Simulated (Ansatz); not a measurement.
Worked example: correlation energy of SiC$_{2}$, singlet

Geometry: a PBE0/def2-TZVP stationary point for this spin, not checked as a minimum.

```xyz
3

C     0.0000    0.6313    0.9292
Si    0.0000    0.0000   -0.7947
C     0.0000   -0.6313    0.9292
```

Basis cc-pVDZ; Ansatz 0.2.0. Only valence electrons are correlated (noble-gas cores frozen), which leaves 12 electrons in 39 orbitals. Prefix R: restricted or restricted open-shell reference.

Full CI isn't at hand for all of this; RCCSDTQ serves as the reference, and is uncertain by about the last step of the cluster series.

Runs differ by some tens of microhartree through their thresholds, so steps under 0.03 kcal/mol mean nothing.

```
    level  total energy (hartree)
      RHF             -364.501743
     RMP2             -364.810189
    RCCSD             -364.830942
 RCCSD(T)             -364.849864
   RCCSDT             -364.850580
RCCSDT(Q)             -364.852548
  RCCSDTQ             -364.852337
```

Question: What is the correlation energy at RCCSDTQ, and what share of it do RMP2 and RCCSD recover?

Answer: E(corr) = -364.852337 − (-364.501743) = -0.350594 hartree = -9.540 eV. RMP2: -0.308446 / -0.350594 = 87.98 %. RCCSD: -0.329199 / -0.350594 = 93.90 %.

Question: By how many kcal/mol does RCCSD(T) miss RCCSDTQ (1 hartree = 627.509 kcal/mol), and which steps make up the rest?

Answer: -364.849864 − (-364.852337) = 0.002473 hartree = 1.55 kcal/mol. Steps: RCCSDT − RCCSD(T) = -0.45, RCCSDT(Q) − RCCSDT = -1.23, RCCSDTQ − RCCSDT(Q) = 0.13 kcal/mol. Differences between like states or geometries often cancel part of this.
